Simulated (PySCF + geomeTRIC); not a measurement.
Computed with TPSSh-D3(BJ)/def2-TZVP (PySCF + geomeTRIC). fastk is a local helper that only speeds up exchange builds. No frequencies were computed at this level.

```python
import json, numpy as np
from pyscf import gto, dft
from fastk import lowrank_exchange
atoms = """
C     -0.438431    -0.053231    -0.107502
O      0.855562    -0.430349     0.108066
H     -0.706637     0.986191    -0.066856
H     -1.156471    -0.818088     0.106638
H      1.445977     0.315477    -0.040344
"""
def scf(charge, spin, dm0=None):
    mol = gto.M(atom=atoms, basis='def2-tzvp', ecp={}, charge=charge, spin=spin, verbose=3, max_memory=3780)
    mf = dft.KS(mol, xc='tpssh').density_fit(auxbasis="def2-universal-jkfit")
    mf.disp = 'd3bj'
    mf.grids.level = 3
    mf.conv_tol = 1e-8
    mf.max_cycle = 60
    mf.kernel(dm0)
    if not mf.converged:
        mf = mf.newton().run(mf.mo_coeff, mf.mo_occ).undo_soscf()
    return mf
mf = scf(0, 1)
lowrank_exchange(mf)  # same exchange matrices as the stock routine, built faster for response steps
mo, _, stable, _ = mf.stability(return_status=True)
if not stable:
    mf.kernel(mf.make_rdm1(mo, mf.mo_occ))
del mf.get_jk
from pyscf.geomopt.geometric_solver import kernel as optimize
path = []
done, mol = optimize(mf, maxsteps=80, assert_convergence=False, callback=lambda env: path.append((env["energy"], bool(env["g_scanner"].converged))))
res = dict(converged=bool(done and path[-1][1]), energy=path[-1][0], path=[e for e, c in path], xyz=mol.atom_coords(unit="Angstrom").tolist(), nao=mol.nao)
json.dump(res, open("result.json", "w"))
```

Output:

```
converged SCF energy = -115.114217458032  <S^2> = 0.75465836  2S+1 = 2.004653
<class 'pyscf.df.df_jk.DFUKS'> wavefunction is stable in the internal stability analysis
Geometry optimization cycle 1
converged SCF energy = -115.114217455514  <S^2> = 0.7546585  2S+1 = 2.0046531
cycle 1: E = -115.114217456  dE = -115.114  norm(grad) = 0.0112938
Geometry optimization cycle 2
converged SCF energy = -115.114129503768  <S^2> = 0.75453645  2S+1 = 2.0045313
cycle 2: E = -115.114129504  dE = 8.79517e-05  norm(grad) = 0.0110999
Geometry optimization cycle 3
converged SCF energy = -115.114411188224  <S^2> = 0.75457764  2S+1 = 2.0045724
cycle 3: E = -115.114411188  dE = -0.000281684  norm(grad) = 0.00361453
Geometry optimization cycle 4
converged SCF energy = -115.11444653928  <S^2> = 0.75455441  2S+1 = 2.0045492
cycle 4: E = -115.114446539  dE = -3.53511e-05  norm(grad) = 0.00115056
Geometry optimization cycle 5
converged SCF energy = -115.114449219507  <S^2> = 0.75454694  2S+1 = 2.0045418
cycle 5: E = -115.11444922  dE = -2.68023e-06  norm(grad) = 0.000510244
Geometry optimization cycle 6
converged SCF energy = -115.114450574742  <S^2> = 0.75453628  2S+1 = 2.0045311
cycle 6: E = -115.114450575  dE = -1.35523e-06  norm(grad) = 0.000312215
Geometry optimization cycle 7
converged SCF energy = -115.114451021322  <S^2> = 0.754524  2S+1 = 2.0045189
cycle 7: E = -115.114451021  dE = -4.4658e-07  norm(grad) = 6.27878e-05
Geometry optimization cycle 8
converged SCF energy = -115.114451037672  <S^2> = 0.75452446  2S+1 = 2.0045194
cycle 8: E = -115.114451038  dE = -1.635e-08  norm(grad) = 4.23544e-05
<class 'geometric.internal.Distance'> : 4
<class 'geometric.internal.Angle'> : 3
<class 'geometric.internal.OutOfPlane'> : 1
<class 'geometric.internal.Dihedral'> : 2
<class 'geometric.internal.TranslationX'> : 1
<class 'geometric.internal.TranslationY'> : 1
<class 'geometric.internal.TranslationZ'> : 1
<class 'geometric.internal.RotationA'> : 1
<class 'geometric.internal.RotationB'> : 1
<class 'geometric.internal.RotationC'> : 1
Step    0 : Gradient = 5.051e-03/6.867e-03 (rms/max) Energy = -115.1142174555
Step    1 : Displace = 2.877e-02/4.474e-02 (rms/max) Trust = 1.000e-01 (=) Grad = 4.964e-03/7.116e-03 (rms/max) E (change) = -115.1141295038 (+8.795e-05) Quality = -0.342
Step    2 : Displace = 1.377e-02/2.369e-02 (rms/max) Trust = 1.439e-02 (-) Grad = 1.616e-03/2.292e-03 (rms/max) E (change) = -115.1144111882 (-2.817e-04) Quality = 0.892
Step    3 : Displace = 7.023e-03/1.155e-02 (rms/max) Trust = 2.034e-02 (+) Grad = 5.145e-04/7.052e-04 (rms/max) E (change) = -115.1144465393 (-3.535e-05) Quality = 0.991
Step    4 : Displace = 1.525e-03/2.105e-03 (rms/max) Trust = 2.877e-02 (+) Grad = 2.282e-04/3.129e-04 (rms/max) E (change) = -115.1144492195 (-2.680e-06) Quality = 1.036
Step    5 : Displace = 1.553e-03/2.401e-03 (rms/max) Trust = 4.069e-02 (+) Grad = 1.396e-04/2.069e-04 (rms/max) E (change) = -115.1144505747 (-1.355e-06) Quality = 1.365
Step    6 : Displace = 1.677e-03/2.645e-03 (rms/max) Trust = 5.754e-02 (+) Grad = 2.808e-05/4.630e-05 (rms/max) E (change) = -115.1144510213 (-4.466e-07) Quality = 0.777
Step    7 : Displace = 2.084e-04/3.031e-04 (rms/max) Trust = 8.138e-02 (+) Grad = 1.894e-05/2.881e-05 (rms/max) E (change) = -115.1144510377 (-1.635e-08) Quality = 0.533
Converged! =D
```

Cost: around 2.8 core-minutes (rough).
